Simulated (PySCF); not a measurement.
## Molecular orbitals of S₂

LC-ωPBE at R = 1.889 Å; S x2c-TZVPPall; spin-free X2C with a Gaussian nucleus (PySCF 2.14). State: ³Σg⁻ (triplet), unpaired electrons π ↑↑. Only the outer orbitals are listed.

```csv
spin,orbital,occ.,ε (eV),main shells (%)
α,σg,1,-27.05,"90 s, 9 p"
α,σu,1,-21.18,"88 s, 11 p"
α,σg,1,-13.96,"87 p, 11 s"
α,πu,1,-13.79,98 p
α,πu,1,-13.79,98 p
α,πg,1,-9.77,98 p
α,πg,1,-9.77,98 p
α,σu,0,2.42,104 p
α,σg,0,7.68,"48 p, 46 d"
α,πu,0,8.51,"83 d, 17 p"
β,σg,1,-26.30,"85 s, 12 p"
β,σu,1,-19.19,"87 s, 13 p"
β,σg,1,-13.29,"84 p, 15 s"
β,πu,1,-11.86,94 p
β,πu,1,-11.86,94 p
β,πg,0,-1.21,98 p
β,πg,0,-1.21,98 p
β,σu,0,2.93,104 p
```

Q: Which are the highest filled and the lowest empty level, where do they sit, and how wide is the gap?

A: Highest filled α πg at -9.77 eV (in %: 98 p); lowest empty β πg at -1.21 eV (in %: 98 p); the gap at LC-ωPBE is 8.56 eV. Both belong to one degenerate shell, split only by its one-sided filling, so this is no excitation gap.

* bond order (Mayer): 2.08
* ⟨S²⟩: 2.020

Shares are Mulliken populations and can fall outside 0 to 100 %.

The state is the lowest determinant that a PBE0 search found; another state may lie lower at other levels.
